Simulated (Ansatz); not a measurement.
Geometry optimisation, RKS PBE-D4/def2-SVP (Ansatz 0.2.0).

Input file:

```yaml
crystal:
  periodic: [false, false, false]
  atoms:
    - { symbol: Al, position_ang: [0.081971, -0.495085, -0.355649] }
    - { symbol: F, position_ang: [-0.171335, 0.153346, 2.438231] }
    - { symbol: H, position_ang: [1.492429, 0.196042, -0.611869] }
    - { symbol: H, position_ang: [-1.349851, -0.02376, -0.866554] }
    - { symbol: "N", position_ang: [0.122473, -2.150779, 0.535753] }
    - { symbol: H, position_ang: [-0.677987, -2.789298, 0.554884] }
    - { symbol: H, position_ang: [0.986806, -2.670951, 0.711688] }
    - { symbol: H, position_ang: [-0.107405, -0.772016, 2.295415] }
basis:
  gaussian: { orbitals: def2-SVP }
hamiltonian:
  xc: pbe
  dispersion: d4
relax:
  f_tol: 0.03
  max_steps: 50
```

Launched with:

```bash
$ ansatz run input.yaml --threads 1 --pin off --max-ram 2048MiB --backend cpu --events-out ev --progress --plain --runs-dir out
```

Task: Where does it end, and by what steps?

Result: The forces met the threshold. After 12 steps the energy has fallen by 2.008 eV; H8 moved furthest, 1.18 Å. Parted: F2–H8 (0.94 → 2.50 Å). Joined: Al1–F2 (2.88 → 1.71 Å), N5–H8 (2.25 → 1.03 Å).

| step | energy less start (eV) | largest force component (eV/Å) | accepted |
| --- | --- | --- | --- |
| 0 | 0.0000 | 1.272 | yes |
| 1 | -0.2589 | 1.121 | yes |
| 2 | -0.5161 | 1.224 | yes |
| 3 | -0.7932 | 1.011 | yes |
| 4 | -1.1096 | 1.887 | yes |
| 5 | -1.3210 | 4.164 | yes |
| 6 | -1.5625 | 3.186 | yes |
| 7 | -1.7927 | 1.024 | yes |
| 8 | -1.8890 | 0.642 | yes |
| 9 | -1.9852 | 0.399 | yes |
| 10 | -2.0011 | 0.565 | yes |
| 11 | -2.0055 | 0.190 | yes |
| 12 | -2.0075 | 0.012 | yes |

```xyz
8
Properties=species:S:1:pos:R:3
Al 0.015 -0.079 0.145
F -0.161 0.600 1.706
H 1.474 0.085 -0.511
H -1.325 -0.109 -0.743
N 0.088 -2.019 0.892
H -0.681 -2.630 0.581
H 0.975 -2.514 0.722
H -0.008 -1.887 1.911
```

Whether the end is a true minimum wasn't checked by a vibrational analysis.

Time of the run: 29 s on 1 thread of Arm Neoverse V1 (shared host), peak memory 0.11 GiB.
